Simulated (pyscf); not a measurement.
Optimised with ωB97X-D3(BJ)/def2-SVP in PySCF.

Task: For the elementary gas-phase step H₂N–B(NH₂)–NH₂ + water (H₂O) → H₂N–B(NH₂)–OH + ammonia (NH₃) (singlet surface; B–N, H–O broken, B–O, H–N formed), what barrier and reaction energy does ωB97M-D3(BJ)/def2-TZVP give, measured from the separated reactants?

Result: ΔE‡ = 1.08 eV, ΔE = -0.38 eV. Zero-point energy shifts the barrier by +0.05 eV. It is a four-centre exchange, with an imaginary mode of 1244i cm⁻¹. On the reactant side the descent ends in a complex, 0.30 eV under the separated species and 1.40 eV under the saddle at ωB97X-D3(BJ)/def2-TZVP. On the product side the descent ends in an adduct with a B–N contact, 0.29 eV over the separated species and 1.19 eV under the saddle at ωB97X-D3(BJ)/def2-TZVP. What is counted as broken (B–N) persists as a longer contact in the product adduct; parting that adduct is a step of its own. The reactants may also form a dative adduct at H₂N–B(NH₂)–NH₂; it and routes through it were not searched. One saddle was located; it need not be the lowest between these sides.
